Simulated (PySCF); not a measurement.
H₂N, SMILES `[NH2]` (charge 0, multiplicity 2)

The numbers are results of PySCF 2.14.0 with PBE-D3(BJ)/def2-TZVP // PBE0-D4/def2-TZVP, not measurements.

The highest occupied spin orbital is -7.06 eV. The dipole moment is 0.397 e·Å and the total energy comes out as -1519.19 eV. The cost is very roughly 9 core-seconds.

```xyz
3

N     -0.0004     0.4256     0.0000
H      0.8044    -0.2121     0.0000
H     -0.8040    -0.2138     0.0000
```
Charge 0, spin multiplicity 2.
